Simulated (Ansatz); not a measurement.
Mulliken charges of C₂H₆S₂, SMILES `SCCS` from PBE/def2-TZVPP in Ansatz (PBE0-D4/def2-TZVP geometry).

```csv
atom,x (Å),y (Å),z (Å),charge (e)
S1,-1.350,0.433,-1.287,-0.183
C2,-0.262,0.623,0.159,-0.133
C3,0.313,-0.714,0.576,-0.107
S4,1.203,-1.588,-0.736,-0.179
H5,-2.146,1.473,-0.989,0.095
H6,-0.843,1.036,0.985,0.098
H7,0.543,1.324,-0.077,0.099
H8,-0.491,-1.397,0.861,0.106
H9,0.967,-0.587,1.441,0.106
H10,2.149,-0.654,-0.930,0.099
```

Q: By hand: the dipole of these point charges (1 e Å = 4.8032 D).

A: Σ q r = (0.064, 0.296, 0.431) e Å, of length 0.527 e Å = 2.53 D.

Q: How does the dipole of the full density compare? (Best estimate.)

A: The calculation gave: (0.066, 0.340, 0.427) e Å, 2.64 D; the point charges give 0.96 times that, at 4° from its direction.

Point charges leave out the atoms' own dipoles, such as those of lone pairs, and Mulliken's split depends on the basis, so the close match here is no proof of good charges.
